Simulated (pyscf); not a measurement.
Structures and frequencies: ωB97X-D3(BJ)/def2-SVP in PySCF. Correlated levels are frozen-core, on RHF or UHF. ΔMP2 is the change of the MP2 total energy from the triple- to the quadruple-zeta basis.

SMILES: F[Si](O)(F)Cl
```xyz
6

O     -0.0246     0.8364     0.1163
Si    -1.1897    -0.2951     0.0179
F     -0.7615    -1.4956    -0.9585
F     -2.5411     0.3106    -0.6020
Cl    -1.5518    -1.0184     1.8642
H      0.2554     1.2895    -0.6864
```
Charge 0, spin multiplicity 1.

Problem. How much does it cost (ΔH, 298 K, CCSD(T)/def2-TZVPP + ΔMP2(QZVPP)) to split HO–Si(F)(F)–Cl at its F–Si bond into HO–Si•(F)–Cl + F•?

Solution. F–Si to HO–Si•(F)–Cl + F•: 161.8 kcal/mol. Other isomers of HO–Si•(F)–Cl were not searched in full and may lie lower. The CCSD(T) − MP2 part came from Ansatz, without density fitting, on the same reference. Left out: the spin-orbit lowering of F.
